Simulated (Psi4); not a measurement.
Psi4 input (wB97X-D/6-311+G**):

```
memory 1500 MB

molecule {
1 2
P     0.00032744    0.00049281    0.06308582
H    -0.03026407    1.34802484   -0.32583010
H     1.18225281   -0.65296472   -0.31649250
H    -1.15690038   -0.70245221   -0.30396469
symmetry c1
no_reorient
no_com
}

set {
  basis 6-311+G**
  reference uks
  scf_type pk
  dft_radial_points 99
  dft_spherical_points 590
  e_convergence 1e-8
  d_convergence 1e-7
  maxiter 150
}

e = energy('wb97x-d')
print_out(f'\nFINAL {e:.10f} DIPOLE {variable("CURRENT DIPOLE")[0]:.6f} {variable("CURRENT DIPOLE")[1]:.6f} {variable("CURRENT DIPOLE")[2]:.6f}\n')
```

Question: Predict the final energy.

Answer: -342.78706 Eh.
